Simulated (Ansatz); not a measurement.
Start from Rh in the fcc (Cu type) structure (space group Fm-3m, No. 225; a = 3.8302 Å).

Levels (all Ansatz, an electronic-structure program, PAW, earlier PAW set): PBE (420 eV, no spin-orbit coupling); r2SCAN (500 eV, no SOC).

Levels that relaxed their own cell: PBE and r2SCAN.

```tsv
level	lattice parameter a
PBE	3.830 Å
r2SCAN	3.800 Å
```

Measured: lattice parameter a 3.794 Å (static lattice; corrected from measurement; as listed in Daniel Mejia-Rodriguez, S. B. Trickey, Phys. Rev. B (2018)).

Computed minus measured — lattice parameter a: PBE +1.0 %, r2SCAN +0.2 % (closest: r2SCAN).

Whether these cells are dynamically stable was not tested. The final runs are not spin-polarised.
